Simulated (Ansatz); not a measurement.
fcc Ni was calculated with PBE-D3(BJ) in Ansatz (plane waves, PAW).

Numerical settings: plane-wave cutoff 520 eV, 26×26×26 k mesh, Fermi–Dirac smearing 0.05 eV, spin-polarised with parallel moments, scalar-relativistic PAW data made under PBE.

Pressure at four volumes; x = ln(V/10.520 Å³). One pressure is withheld.

| V (Å³/atom) | x | P (GPa) |
|---|---|---|
| 9.889 | -0.0619 | 15.65 |
| 10.520 | 0.0000 | -0.01 |
| 10.941 | 0.0392 | -7.70 |
| 11.151 | 0.0583 | ? |

Problem. Pass a parabola P(x) through the three rows shown, estimate the bulk modulus and its pressure derivative near zero pressure, and predict the withheld pressure.

Solution. Slopes between the rows: (-0.01 − (15.65))/(0.0000 − (-0.0619)) = -252.99 and (-7.70 − (-0.01))/(0.0392 − (0.0000)) = -196.17 GPa. Their difference over the span 0.1011 is c = 56.82/0.1011 = 562.0 GPa, so P(x) = 15.65 + (-252.99)(x − (-0.0619)) + 562.0 (x − (-0.0619))(x − (0.0000)). At the middle row B = −dP/dx = −[-252.99 + 562.0 × 0.0619] = 218.2 GPa, and B′ = dB/dP = 2c/B = 5.2. At x = 0.0583 the parabola gives -10.82 GPa; the run gives -10.86 GPa. The Birch–Murnaghan fit to the energies at all volumes has B0 = 217 GPa and B′ = 5.1.

Measured, for comparison: bulk modulus 192 GPa (0 K value with the zero-point phonon effect removed, our sources range from 186 to 195; as tabulated in Mejia-Rodriguez and Trickey (2018), arXiv:1807.09216). Computed (rounded) less measured: bulk modulus +13 % (+11 % to +17 % over the range).

Ansatz is a quantum-chemistry and plane-wave program.
